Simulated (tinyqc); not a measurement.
UHF in the sto-3g basis, for H2O, spin multiplicity 1, step by step (part 1 of 3). Computed by tinyqc, a small Python program that keeps every step (integrals from PySCF). Settings: charge = 0, multiplicity = 1, basis = sto-3g, energy threshold = 1e-09, iteration cap = 80, orthogonalisation = symmetric, start = Wolfsberg-Helmholz matrix, DIIS depth = 8, method = UHF, break = 0.4. Command: `OMP_NUM_THREADS=1 python tinyqc.py 27063 27064 out.jsonl` (the two numbers bound the seeds that draw the settings). One thread of a shared host (Intel(R) Xeon(R) Processor @ 2.60GHz), about 0.2 s of CPU time with the checks. Later iterations appear only in the table of the cycle.

## One-electron integrals

Geometry (angstrom):
```
atom         x          y         z
O     0.000000   0.000000  0.000000
H     0.000000   0.910000  0.756000
H     0.000000  -0.910000  0.756000
```

Basis sto-3g: exponents (1/bohr^2) and contraction coefficients of normalised primitives:
```
element  l (shell)    exponent  coefficient
O            s (1)  130.709320     0.154329
O            s (1)   23.808861     0.535328
O            s (1)    6.443608     0.444635
O            s (2)    5.033151    -0.099967
O            s (2)    1.169596     0.399513
O            s (2)    0.380389     0.700115
O            p (3)    5.033151     0.155916
O            p (3)    1.169596     0.607684
O            p (3)    0.380389     0.391957
H            s (1)    3.425251     0.154329
H            s (1)    0.623914     0.535328
H            s (1)    0.168855     0.444635
```

Overlap, kinetic and nuclear-attraction integrals over the contracted functions; the nuclear repulsion is the sum of Za Zb / Rab.

nuclear repulsion = 7.44746908 hartree

overlap S, order 1O 1s, 1O 2s, 1O 2px, 1O 2py, 1O 2pz, 2H 1s, 3H 1s:
$$\begin{pmatrix}
1.000000 & 0.236704 & 0.000000 & 0.000000 & 0.000000 & 0.031550 & 0.031550 \\
0.236704 & 1.000000 & 0.000000 & 0.000000 & 0.000000 & 0.339657 & 0.339657 \\
0.000000 & 0.000000 & 1.000000 & 0.000000 & 0.000000 & 0.000000 & 0.000000 \\
0.000000 & 0.000000 & 0.000000 & 1.000000 & 0.000000 & 0.237507 & -0.237507 \\
0.000000 & 0.000000 & 0.000000 & 0.000000 & 1.000000 & 0.197313 & 0.197313 \\
0.031550 & 0.339657 & 0.000000 & 0.237507 & 0.197313 & 1.000000 & 0.159055 \\
0.031550 & 0.339657 & 0.000000 & -0.237507 & 0.197313 & 0.159055 & 1.000000
\end{pmatrix}$$

kinetic energy T (hartree), order 1O 1s, 1O 2s, 1O 2px, 1O 2py, 1O 2pz, 2H 1s, 3H 1s:
$$\begin{pmatrix}
29.003200 & -0.168011 & 0.000000 & 0.000000 & 0.000000 & -0.008900 & -0.008900 \\
-0.168011 & 0.808128 & 0.000000 & 0.000000 & 0.000000 & 0.045476 & 0.045476 \\
0.000000 & 0.000000 & 2.528731 & 0.000000 & 0.000000 & 0.000000 & 0.000000 \\
0.000000 & 0.000000 & 0.000000 & 2.528731 & 0.000000 & 0.108812 & -0.108812 \\
0.000000 & 0.000000 & 0.000000 & 0.000000 & 2.528731 & 0.090398 & 0.090398 \\
-0.008900 & 0.045476 & 0.000000 & 0.108812 & 0.090398 & 0.760032 & -0.006731 \\
-0.008900 & 0.045476 & 0.000000 & -0.108812 & 0.090398 & -0.006731 & 0.760032
\end{pmatrix}$$

nuclear attraction V (hartree), order 1O 1s, 1O 2s, 1O 2px, 1O 2py, 1O 2pz, 2H 1s, 3H 1s:
$$\begin{pmatrix}
-61.513044 & -7.394832 & 0.000000 & 0.000000 & -0.012988 & -1.008034 & -1.008034 \\
-7.394832 & -9.943922 & 0.000000 & 0.000000 & -0.160717 & -2.543763 & -2.543763 \\
0.000000 & 0.000000 & -9.821065 & 0.000000 & 0.000000 & 0.000000 & 0.000000 \\
0.000000 & 0.000000 & 0.000000 & -9.909402 & 0.000000 & -1.555385 & 1.555385 \\
-0.012988 & -0.160717 & 0.000000 & 0.000000 & -9.882034 & -1.332509 & -1.332509 \\
-1.008034 & -2.543763 & 0.000000 & -1.555385 & -1.332509 & -5.042074 & -0.883600 \\
-1.008034 & -2.543763 & 0.000000 & 1.555385 & -1.332509 & -0.883600 & -5.042074
\end{pmatrix}$$

core Hamiltonian H = T + V (hartree), order 1O 1s, 1O 2s, 1O 2px, 1O 2py, 1O 2pz, 2H 1s, 3H 1s:
$$\begin{pmatrix}
-32.509844 & -7.562843 & 0.000000 & 0.000000 & -0.012988 & -1.016934 & -1.016934 \\
-7.562843 & -9.135794 & 0.000000 & 0.000000 & -0.160717 & -2.498287 & -2.498287 \\
0.000000 & 0.000000 & -7.292334 & 0.000000 & 0.000000 & 0.000000 & 0.000000 \\
0.000000 & 0.000000 & 0.000000 & -7.380671 & 0.000000 & -1.446572 & 1.446572 \\
-0.012988 & -0.160717 & 0.000000 & 0.000000 & -7.353302 & -1.242111 & -1.242111 \\
-1.016934 & -2.498287 & 0.000000 & -1.446572 & -1.242111 & -4.282043 & -0.890332 \\
-1.016934 & -2.498287 & 0.000000 & 1.446572 & -1.242111 & -0.890332 & -4.282043
\end{pmatrix}$$

## Two-electron integrals

Functions are numbered as in S; the eight-fold symmetry (ij|kl) = (ji|kl) = (kl|ij) leaves the list below.

Two-electron integrals (ij|kl) in chemists' order, unique and non-zero (hartree):
```
(11|11) 4.785065    (21|11) 0.741380    (21|21) 0.136873    (22|11) 1.118947
(22|21) 0.256633    (22|22) 0.817206    (31|31) 0.024477    (32|31) 0.037809
(32|32) 0.180518    (33|11) 1.115814    (33|21) 0.256684    (33|22) 0.817023
(33|33) 0.880159    (41|41) 0.024477    (42|41) 0.037809    (42|42) 0.180518
(43|43) 0.047444    (44|11) 1.115814    (44|21) 0.256684    (44|22) 0.817023
(44|33) 0.785270    (44|44) 0.880159    (51|51) 0.024477    (52|51) 0.037809
(52|52) 0.180518    (53|53) 0.047444    (54|54) 0.047444    (55|11) 1.115814
(55|21) 0.256684    (55|22) 0.817023    (55|33) 0.785270    (55|44) 0.785270
(55|55) 0.880159    (61|11) 0.099916    (61|21) 0.018310    (61|22) 0.034178
(61|33) 0.034111    (61|41) 0.000637    (61|42) 0.001204    (61|44) 0.034232
(61|51) 0.000529    (61|52) 0.001000    (61|54) 0.000100    (61|55) 0.034195
(61|61) 0.002480    (62|11) 0.268882    (62|21) 0.062556    (62|22) 0.223773
(62|33) 0.219792    (62|41) 0.003608    (62|42) 0.028806    (62|44) 0.226727
(62|51) 0.002997    (62|52) 0.023931    (62|54) 0.005761    (62|55) 0.224578
(62|61) 0.008549    (62|62) 0.079052    (63|31) 0.006223    (63|32) 0.037385
(63|43) 0.005817    (63|53) 0.004833    (63|63) 0.010672    (64|11) 0.157432
(64|21) 0.037070    (64|22) 0.141594    (64|33) 0.135336    (64|41) 0.008080
(64|42) 0.054423    (64|44) 0.151097    (64|51) 0.001543    (64|52) 0.014154
(64|54) 0.008261    (64|55) 0.138184    (64|61) 0.005265    (64|62) 0.060834
(64|64) 0.056964    (65|11) 0.130790    (65|21) 0.030797    (65|22) 0.117632
(65|33) 0.112433    (65|41) 0.001543    (65|42) 0.014154    (65|44) 0.115861
(65|51) 0.007505    (65|52) 0.049144    (65|54) 0.008665    (65|55) 0.124464
(65|61) 0.004374    (65|62) 0.050539    (65|64) 0.038458    (65|65) 0.042622
(66|11) 0.440371    (66|21) 0.104083    (66|22) 0.429018    (66|33) 0.412726
(66|41) 0.007072    (66|42) 0.079755    (66|44) 0.441339    (66|51) 0.005876
(66|52) 0.066258    (66|54) 0.023771    (66|55) 0.432474    (66|61) 0.014309
(66|62) 0.199985    (66|64) 0.175706    (66|65) 0.145971    (66|66) 0.774606
(71|11) 0.099916    (71|21) 0.018310    (71|22) 0.034178    (71|33) 0.034111
(71|41) -0.000637   (71|42) -0.001204   (71|44) 0.034232    (71|51) 0.000529
(71|52) 0.001000    (71|54) -0.000100   (71|55) 0.034195    (71|61) 0.002445
(71|62) 0.008293    (71|64) 0.004714    (71|65) 0.004248    (71|66) 0.013788
(71|71) 0.002480    (72|11) 0.268882    (72|21) 0.062556    (72|22) 0.223773
(72|33) 0.219792    (72|41) -0.003608   (72|42) -0.028806   (72|44) 0.226727
(72|51) 0.002997    (72|52) 0.023931    (72|54) -0.005761   (72|55) 0.224578
(72|61) 0.008293    (72|62) 0.062777    (72|64) 0.033670    (72|65) 0.038996
(72|66) 0.127788    (72|71) 0.008549    (72|72) 0.079052    (73|31) 0.006223
(73|32) 0.037385    (73|43) -0.005817   (73|53) 0.004833    (73|63) 0.008163
(73|73) 0.010672    (74|11) -0.157432   (74|21) -0.037070   (74|22) -0.141594
(74|33) -0.135336   (74|41) 0.008080    (74|42) 0.054423    (74|44) -0.151097
(74|51) -0.001543   (74|52) -0.014154   (74|54) 0.008261    (74|55) -0.138184
(74|61) -0.004714   (74|62) -0.033670   (74|64) -0.010345   (74|65) -0.020529
(74|66) -0.063094   (74|71) -0.005265   (74|72) -0.060834   (74|74) 0.056964
(75|11) 0.130790    (75|21) 0.030797    (75|22) 0.117632    (75|33) 0.112433
(75|41) -0.001543   (75|42) -0.014154   (75|44) 0.115861    (75|51) 0.007505
(75|52) 0.049144    (75|54) -0.008665   (75|55) 0.124464    (75|61) 0.004248
(75|62) 0.038996    (75|64) 0.020529    (75|65) 0.032036    (75|66) 0.086399
(75|71) 0.004374    (75|72) 0.050539    (75|74) -0.038458   (75|75) 0.042622
(76|11) 0.087104    (76|21) 0.020475    (76|22) 0.080288    (76|33) 0.078303
(76|44) 0.079786    (76|51) 0.001482    (76|52) 0.014459    (76|55) 0.082686
(76|61) 0.002772    (76|62) 0.028695    (76|64) 0.019264    (76|65) 0.020651
(76|66) 0.078117    (76|71) 0.002772    (76|72) 0.028695    (76|74) -0.019264
(76|75) 0.020651    (76|76) 0.013456    (77|11) 0.440371    (77|21) 0.104083
(77|22) 0.429018    (77|33) 0.412726    (77|41) -0.007072   (77|42) -0.079755
(77|44) 0.441339    (77|51) 0.005876    (77|52) 0.066258    (77|54) -0.023771
(77|55) 0.432474    (77|61) 0.013788    (77|62) 0.127788    (77|64) 0.063094
(77|65) 0.086399    (77|66) 0.288861    (77|71) 0.014309    (77|72) 0.199985
(77|74) -0.175706   (77|75) 0.145971    (77|76) 0.078117    (77|77) 0.774606
```

## Orthogonalisation

S = U s U^T; symmetric (Loewdin) form X = U s^(-1/2) U^T, so that X^T S X = 1.

eigenvalues of S: [0.484435, 0.575301, 0.883972, 1.000000, 1.106618, 1.265644, 1.684030]

X, order 1O 1s, 1O 2s, 1O 2px, 1O 2py, 1O 2pz, 2H 1s, 3H 1s:
$$\begin{pmatrix}
1.023315 & -0.133758 & 0.000000 & 0.000000 & -0.006251 & 0.017107 & 0.017107 \\
-0.133758 & 1.122609 & 0.000000 & 0.000000 & 0.057101 & -0.188308 & -0.188308 \\
0.000000 & 0.000000 & 1.000000 & 0.000000 & 0.000000 & 0.000000 & 0.000000 \\
0.000000 & 0.000000 & 0.000000 & 1.054167 & 0.000000 & -0.147777 & 0.147777 \\
-0.006251 & 0.057101 & 0.000000 & 0.000000 & 1.032383 & -0.107214 & -0.107214 \\
0.017107 & -0.188308 & 0.000000 & -0.147777 & -0.107214 & 1.098192 & -0.054939 \\
0.017107 & -0.188308 & 0.000000 & 0.147777 & -0.107214 & -0.054939 & 1.098192
\end{pmatrix}$$

## Starting guess

The start is the generalised Wolfsberg-Helmholz matrix (K = 1.75) built on H, with HOMO and LUMO mixed by +/-0.4 rad for the two spins; D(s) = C_occ C_occ^T for each spin.

D(alpha) at the start, order 1O 1s, 1O 2s, 1O 2px, 1O 2py, 1O 2pz, 2H 1s, 3H 1s:
$$\begin{pmatrix}
1.037283 & -0.157855 & 0.000000 & 0.000000 & 0.044027 & -0.062146 & -0.062146 \\
-0.157855 & 0.701396 & 0.000000 & 0.000000 & -0.162118 & 0.174242 & 0.174242 \\
0.000000 & 0.000000 & 0.848353 & -0.210788 & 0.000000 & 0.291088 & -0.291088 \\
0.000000 & 0.000000 & -0.210788 & 0.861950 & 0.000000 & 0.078421 & -0.078421 \\
0.044027 & -0.162118 & 0.000000 & 0.000000 & 0.928450 & 0.062691 & 0.062691 \\
-0.062146 & 0.174242 & 0.291088 & 0.078421 & 0.062691 & 0.183698 & -0.072198 \\
-0.062146 & 0.174242 & -0.291088 & -0.078421 & 0.062691 & -0.072198 & 0.183698
\end{pmatrix}$$

D(beta) at the start, order 1O 1s, 1O 2s, 1O 2px, 1O 2py, 1O 2pz, 2H 1s, 3H 1s:
$$\begin{pmatrix}
1.037283 & -0.157855 & 0.000000 & 0.000000 & 0.044027 & -0.062146 & -0.062146 \\
-0.157855 & 0.701396 & 0.000000 & 0.000000 & -0.162118 & 0.174242 & 0.174242 \\
0.000000 & 0.000000 & 0.848353 & 0.210788 & 0.000000 & -0.291088 & 0.291088 \\
0.000000 & 0.000000 & 0.210788 & 0.861950 & 0.000000 & 0.078421 & -0.078421 \\
0.044027 & -0.162118 & 0.000000 & 0.000000 & 0.928450 & 0.062691 & 0.062691 \\
-0.062146 & 0.174242 & -0.291088 & 0.078421 & 0.062691 & 0.183698 & -0.072198 \\
-0.062146 & 0.174242 & 0.291088 & -0.078421 & 0.062691 & -0.072198 & 0.183698
\end{pmatrix}$$

## Iteration 1: building the Fock matrix

J_ij = sum D_kl (ij|kl) with D = D(alpha) + D(beta), K_ij = sum D_kl (ik|jl) for each spin; F = H + J - K(s); E = tr D H + tr D J / 2 - 0.5 sum_s tr D(s) K(s) + E_nn.

Coulomb J (hartree), order 1O 1s, 1O 2s, 1O 2px, 1O 2py, 1O 2pz, 2H 1s, 3H 1s:
$$\begin{pmatrix}
17.705096 & 3.353637 & 0.000000 & 0.000000 & -0.007671 & 0.448824 & 0.448824 \\
3.353637 & 8.352313 & 0.000000 & 0.000000 & 0.000496 & 2.256923 & 2.256923 \\
0.000000 & 0.000000 & 8.315501 & 0.000000 & 0.000000 & 0.000000 & 0.000000 \\
0.000000 & 0.000000 & 0.000000 & 8.359891 & 0.000000 & 1.421074 & -1.421074 \\
-0.007671 & 0.000496 & 0.000000 & 0.000000 & 8.358397 & 1.184862 & 1.184862 \\
0.448824 & 2.256923 & 0.000000 & 1.421074 & 1.184862 & 4.394708 & 0.809804 \\
0.448824 & 2.256923 & 0.000000 & -1.421074 & 1.184862 & 0.809804 & 4.394708
\end{pmatrix}$$

exchange K(alpha) (hartree), order 1O 1s, 1O 2s, 1O 2px, 1O 2py, 1O 2pz, 2H 1s, 3H 1s:
$$\begin{pmatrix}
4.878813 & 0.851767 & 0.000000 & 0.000000 & 0.003699 & 0.116790 & 0.116790 \\
0.851767 & 1.285912 & 0.000000 & 0.000000 & -0.053242 & 0.417816 & 0.417816 \\
0.000000 & 0.000000 & 1.001987 & -0.093350 & 0.000000 & 0.068323 & -0.068323 \\
0.000000 & 0.000000 & -0.093350 & 1.090834 & 0.000000 & 0.246472 & -0.246472 \\
0.003699 & -0.053242 & 0.000000 & 0.000000 & 1.115745 & 0.192740 & 0.192740 \\
0.116790 & 0.417816 & 0.068323 & 0.246472 & 0.192740 & 0.393527 & 0.125325 \\
0.116790 & 0.417816 & -0.068323 & -0.246472 & 0.192740 & 0.125325 & 0.393527
\end{pmatrix}$$

exchange K(beta) (hartree), order 1O 1s, 1O 2s, 1O 2px, 1O 2py, 1O 2pz, 2H 1s, 3H 1s:
$$\begin{pmatrix}
4.878813 & 0.851767 & 0.000000 & 0.000000 & 0.003699 & 0.116790 & 0.116790 \\
0.851767 & 1.285912 & 0.000000 & 0.000000 & -0.053242 & 0.417816 & 0.417816 \\
0.000000 & 0.000000 & 1.001987 & 0.093350 & 0.000000 & -0.068323 & 0.068323 \\
0.000000 & 0.000000 & 0.093350 & 1.090834 & 0.000000 & 0.246472 & -0.246472 \\
0.003699 & -0.053242 & 0.000000 & 0.000000 & 1.115745 & 0.192740 & 0.192740 \\
0.116790 & 0.417816 & -0.068323 & 0.246472 & 0.192740 & 0.393527 & 0.125325 \\
0.116790 & 0.417816 & 0.068323 & -0.246472 & 0.192740 & 0.125325 & 0.393527
\end{pmatrix}$$

F(alpha) (hartree), order 1O 1s, 1O 2s, 1O 2px, 1O 2py, 1O 2pz, 2H 1s, 3H 1s:
$$\begin{pmatrix}
-19.683561 & -5.060973 & 0.000000 & 0.000000 & -0.024358 & -0.684900 & -0.684900 \\
-5.060973 & -2.069393 & 0.000000 & 0.000000 & -0.106980 & -0.659180 & -0.659180 \\
0.000000 & 0.000000 & 0.021180 & 0.093350 & 0.000000 & -0.068323 & 0.068323 \\
0.000000 & 0.000000 & 0.093350 & -0.111614 & 0.000000 & -0.271970 & 0.271970 \\
-0.024358 & -0.106980 & 0.000000 & 0.000000 & -0.110651 & -0.249989 & -0.249989 \\
-0.684900 & -0.659180 & -0.068323 & -0.271970 & -0.249989 & -0.280862 & -0.205853 \\
-0.684900 & -0.659180 & 0.068323 & 0.271970 & -0.249989 & -0.205853 & -0.280862
\end{pmatrix}$$

F(beta) (hartree), order 1O 1s, 1O 2s, 1O 2px, 1O 2py, 1O 2pz, 2H 1s, 3H 1s:
$$\begin{pmatrix}
-19.683561 & -5.060973 & 0.000000 & 0.000000 & -0.024358 & -0.684900 & -0.684900 \\
-5.060973 & -2.069393 & 0.000000 & 0.000000 & -0.106980 & -0.659180 & -0.659180 \\
0.000000 & 0.000000 & 0.021180 & -0.093350 & 0.000000 & 0.068323 & -0.068323 \\
0.000000 & 0.000000 & -0.093350 & -0.111614 & 0.000000 & -0.271970 & 0.271970 \\
-0.024358 & -0.106980 & 0.000000 & 0.000000 & -0.110651 & -0.249989 & -0.249989 \\
-0.684900 & -0.659180 & 0.068323 & -0.271970 & -0.249989 & -0.280862 & -0.205853 \\
-0.684900 & -0.659180 & -0.068323 & 0.271970 & -0.249989 & -0.205853 & -0.280862
\end{pmatrix}$$

total energy of this density = -74.36642873 hartree

## Iteration 1: diagonalisation and new density

Diagonalise F' = X^T F X, C = X C', fill 5 alpha and 5 beta electrons from the bottom; D(s) = C_occ C_occ^T. Each column has its largest component positive (the first on a tie).

F' = X^T F X (alpha) (hartree):
$$\begin{pmatrix}
-19.305650 & -2.688763 & 0.000000 & 0.000000 & -0.045599 & -0.050428 & -0.050428 \\
-2.688763 & -0.989309 & 0.000000 & 0.000000 & 0.029775 & -0.375976 & -0.375976 \\
0.000000 & 0.000000 & 0.021180 & 0.118600 & 0.000000 & -0.092581 & 0.092581 \\
0.000000 & 0.000000 & 0.118600 & 0.042163 & 0.000000 & -0.312314 & 0.312314 \\
-0.045599 & 0.029775 & 0.000000 & 0.000000 & -0.020338 & -0.232752 & -0.232752 \\
-0.050428 & -0.375976 & -0.092581 & -0.312314 & -0.232752 & 0.013955 & -0.066812 \\
-0.050428 & -0.375976 & 0.092581 & 0.312314 & -0.232752 & -0.066812 & 0.013955
\end{pmatrix}$$

orbital energies (alpha) (hartree): MO1 -19.693378, MO2 -0.935121, MO3 -0.380700, MO4 -0.193665, MO5 -0.036495, MO6 0.454008, MO7 0.561304

coefficients C (alpha), order 1O 1s, 1O 2s, 1O 2px, 1O 2py, 1O 2pz, 2H 1s, 3H 1s:
$$\begin{pmatrix}
0.993950 & -0.221649 & 0.000000 & 0.115590 & 0.000000 & -0.123546 & 0.000000 \\
0.025704 & 0.796530 & 0.000000 & -0.527851 & 0.000000 & 0.662250 & 0.000000 \\
0.000000 & 0.000000 & 0.013264 & 0.000000 & 0.950392 & 0.000000 & 0.310773 \\
0.000000 & 0.000000 & 0.614604 & 0.000000 & -0.281736 & 0.000000 & 0.835362 \\
0.003090 & 0.132847 & 0.000000 & 0.765822 & 0.000000 & 0.698544 & 0.000000 \\
-0.004613 & 0.226903 & 0.458877 & 0.276774 & 0.208664 & -0.680680 & -0.657712 \\
-0.004613 & 0.226903 & -0.458877 & 0.276774 & -0.208664 & -0.680680 & 0.657712
\end{pmatrix}$$

F' = X^T F X (beta) (hartree):
$$\begin{pmatrix}
-19.305650 & -2.688763 & 0.000000 & 0.000000 & -0.045599 & -0.050428 & -0.050428 \\
-2.688763 & -0.989309 & 0.000000 & 0.000000 & 0.029775 & -0.375976 & -0.375976 \\
0.000000 & 0.000000 & 0.021180 & -0.118600 & 0.000000 & 0.092581 & -0.092581 \\
0.000000 & 0.000000 & -0.118600 & 0.042163 & 0.000000 & -0.312314 & 0.312314 \\
-0.045599 & 0.029775 & 0.000000 & 0.000000 & -0.020338 & -0.232752 & -0.232752 \\
-0.050428 & -0.375976 & 0.092581 & -0.312314 & -0.232752 & 0.013955 & -0.066812 \\
-0.050428 & -0.375976 & -0.092581 & 0.312314 & -0.232752 & -0.066812 & 0.013955
\end{pmatrix}$$

orbital energies (beta) (hartree): MO1 -19.693378, MO2 -0.935121, MO3 -0.380700, MO4 -0.193665, MO5 -0.036495, MO6 0.454008, MO7 0.561304

coefficients C (beta), order 1O 1s, 1O 2s, 1O 2px, 1O 2py, 1O 2pz, 2H 1s, 3H 1s:
$$\begin{pmatrix}
0.993950 & -0.221649 & 0.000000 & 0.115590 & 0.000000 & -0.123546 & 0.000000 \\
0.025704 & 0.796530 & 0.000000 & -0.527851 & 0.000000 & 0.662250 & 0.000000 \\
0.000000 & 0.000000 & -0.013264 & 0.000000 & 0.950392 & 0.000000 & -0.310773 \\
0.000000 & 0.000000 & 0.614604 & 0.000000 & 0.281736 & 0.000000 & 0.835362 \\
0.003090 & 0.132847 & 0.000000 & 0.765822 & 0.000000 & 0.698544 & 0.000000 \\
-0.004613 & 0.226903 & 0.458877 & 0.276774 & -0.208664 & -0.680680 & -0.657712 \\
-0.004613 & 0.226903 & -0.458877 & 0.276774 & 0.208664 & -0.680680 & 0.657712
\end{pmatrix}$$

D(alpha) after iteration 1, order 1O 1s, 1O 2s, 1O 2px, 1O 2py, 1O 2pz, 2H 1s, 3H 1s:
$$\begin{pmatrix}
1.050426 & -0.212015 & 0.000000 & 0.000000 & 0.062147 & -0.022885 & -0.022885 \\
-0.212015 & 0.913747 & 0.000000 & 0.000000 & -0.298344 & 0.034521 & 0.034521 \\
0.000000 & 0.000000 & 0.903420 & -0.259608 & 0.000000 & 0.204399 & -0.204399 \\
0.000000 & 0.000000 & -0.259608 & 0.457114 & 0.000000 & 0.223239 & -0.223239 \\
0.062147 & -0.298344 & 0.000000 & 0.000000 & 0.604140 & 0.242089 & 0.242089 \\
-0.022885 & 0.034521 & 0.204399 & 0.223239 & 0.242089 & 0.382219 & -0.125998 \\
-0.022885 & 0.034521 & -0.204399 & -0.223239 & 0.242089 & -0.125998 & 0.382219
\end{pmatrix}$$

D(beta) after iteration 1, order 1O 1s, 1O 2s, 1O 2px, 1O 2py, 1O 2pz, 2H 1s, 3H 1s:
$$\begin{pmatrix}
1.050426 & -0.212015 & 0.000000 & 0.000000 & 0.062147 & -0.022885 & -0.022885 \\
-0.212015 & 0.913747 & 0.000000 & 0.000000 & -0.298344 & 0.034521 & 0.034521 \\
0.000000 & 0.000000 & 0.903420 & 0.259608 & 0.000000 & -0.204399 & 0.204399 \\
0.000000 & 0.000000 & 0.259608 & 0.457114 & 0.000000 & 0.223239 & -0.223239 \\
0.062147 & -0.298344 & 0.000000 & 0.000000 & 0.604140 & 0.242089 & 0.242089 \\
-0.022885 & 0.034521 & -0.204399 & 0.223239 & 0.242089 & 0.382219 & -0.125998 \\
-0.022885 & 0.034521 & 0.204399 & -0.223239 & 0.242089 & -0.125998 & 0.382219
\end{pmatrix}$$
